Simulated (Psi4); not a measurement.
# doublet [SiNH3]+: an attempt with Psi4

Aim: a single-point energy of [SiNH3]+.

Program for the calculation: Psi4 1.11.

3 further runs of the same task are left out: 1 that didn't finish, 2 set aside as unsound or not needed.

## 1. The molecule

[SiNH3]+: 5 atoms, total charge +1, spin state doublet. SMILES of the parent species: `[N][SiH3]`. The coordinates come from a GFN2-xTB relaxation. That shape belongs to the parent species and isn't relaxed for this state.

Bond lengths: N1–Si2 1.655 Å, Si2–H3 1.476 Å, Si2–H4 1.476 Å, Si2–H5 1.476 Å. Angles: N1–Si2–H3 111.3°, N1–Si2–H4 111.1°, N1–Si2–H5 111.1°, H3–Si2–H4 107.7°, H3–Si2–H5 107.7°, H4–Si2–H5 107.7°.

## 2. The run

Input file h3nsi.xyz:

```xyz
5
H3NSi
N     -1.536630     0.334330     0.479510
Si     0.010240    -0.002340    -0.003820
H      0.064950    -0.313200    -1.445390
H      0.555100    -1.162980     0.727210
H      0.906340     1.144190     0.242490
```

Input file run.py:

```python
import psi4

psi4.set_memory('1600 MB')
psi4.set_num_threads(1)
psi4.set_output_file('h3nsi.out', False)

with open('h3nsi.xyz') as f:
    atoms = ''.join(f.readlines()[2:])
geom = psi4.geometry('1 2\n' + atoms + '')

psi4.set_options({
    'reference': 'rohf',
    'scf_type': 'pk',
    'freeze_core': True,
    'cc_type': 'df',
})

energy_value, wavefunction = psi4.energy('lccd/DZP', return_wfn=True)
print('E =', round(energy_value, 9))
```

On the command line:

```sh
python run.py
```

h3nsi.out:

```text
Psi4 1.11 release
```

The script printed:

```text
Traceback (most recent call last):
psi4.driver.p4util.exceptions.ManagedMethodError: Method=lccd is not available for target derivative level (dertype=0) under conditions CC_TYPE=DF, REFERENCE=ROHF, FREEZE_CORE=1, QC_MODULE=(auto). See

During handling of the above exception, another exception occurred:

Traceback (most recent call last):
psi4.driver.p4util.exceptions.ManagedMethodError: Method=lccd is not available for target derivative level (dertype=0) under conditions CC_TYPE=DF, REFERENCE=ROHF, FREEZE_CORE=1, QC_MODULE=(auto). See

During handling of the above exception, another exception occurred:

Traceback (most recent call last):
  File "run.py", line 18, in <module>
    energy_value, wavefunction = psi4.energy('lccd/DZP', return_wfn=True)
psi4.driver.p4util.exceptions.MissingMethodError: Method=lccd is not available for any derivative level under conditions CC_TYPE=DF, REFERENCE=ROHF, FREEZE_CORE=1, QC_MODULE=(auto). See Or did you mean? olccd ccd ccsd cc2 cc3 bccd lccsd
```

Wall time 1.2 s (1 thread of Intel Xeon Platinum 8375C at 2.90GHz (Ice Lake), shared host); peak memory 0.14 GiB.

## 3. Reading the log

The program refused the input.

The log says `psi4.driver.p4util.exceptions.ManagedMethodError: Method=lccd is not available for target derivative level`. As typed, the program can't run this.
